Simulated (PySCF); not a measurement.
Carbonyl fluoride, CF₂O.
SMILES: `O=C(F)F`

The closed-shell ground state was solved at several levels (PySCF, density fitting, gas phase, non-relativistic). Isolated species at its GFN2-xTB geometry, gas phase.

| level | basis functions | total energy (Eh) | HOMO (eV) | LUMO (eV) | gap (eV) | dipole (D) |
| --- | --- | --- | --- | --- | --- | --- |
| B3LYP/pcJ-1 | 108 | -313.0203 | -10.20 | -0.71 | 9.49 | 0.97 |
| CAM-B3LYP/def2-SVPD | 89 | -312.7177 | -12.23 | 0.59 | 12.82 | 0.93 |
| PBE0/def2-SVPD | 89 | -312.4933 | -10.67 | -0.61 | 10.06 | 0.94 |

Q: What might PBE0/pcSseg-1 (68 basis functions) give for the same quantities?

A: Total energy -312.6885 Eh, HOMO -10.51 eV, LUMO -0.37 eV, gap 10.14 eV, dipole 0.98 D.

Q: Over all these levels, which gives the widest orbital gap and which the narrowest?

A: CAM-B3LYP/def2-SVPD (range-separated hybrid) has the widest, 12.82 eV, and B3LYP/pcJ-1 (global hybrid, 20 % exact exchange) the narrowest, 9.49 eV. Functional and basis both differ between the two, so the spread mixes both effects.

Q: How far do the dipole and the HOMO energy spread over the levels?

A: The dipole runs from 0.93 to 0.98 D (mean 0.95 D) and the HOMO from -12.23 to -10.20 eV.
